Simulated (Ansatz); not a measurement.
We consider CdCl₂ (R-3m, No. 166), described by PBEsol in Ansatz (PAW).

Settings: plane-wave cutoff 500 eV, 12×12×12 k mesh, gaussian smearing 0.02 eV, scalar-relativistic PAW data made under PBE.

Computed at the level's own relaxed cell.

Q: Give the computed volume per atom, lattice parameter a, c axis length and band gap.

A: 
- volume per atom: 26.35 Å³/atom
- lattice parameter a: 3.820 Å
- c axis length: 18.762 Å
- band gap: 3.62 eV (on the SCF k mesh)

Measured, for comparison: band gap 5.7 eV (temperature not stated, no zero-point or thermal correction, compiled measured gap; kind and temperature not stated; as tabulated in Kothakonda et al. (2022), arXiv:2208.02841).

Note: the cell comes from a level without a dispersion term, which matters for the spacing of layers, chains or molecules; the volume lies 6 % above that of the published cell; the cell has widely spaced layers and the level no dispersion term, so their spacing and the moduli can rest on weak binding.

Spin–orbit coupling is not included.

Cost on a shared machine: roughly 5 core-minutes.

Ansatz is a program for electronic structure.
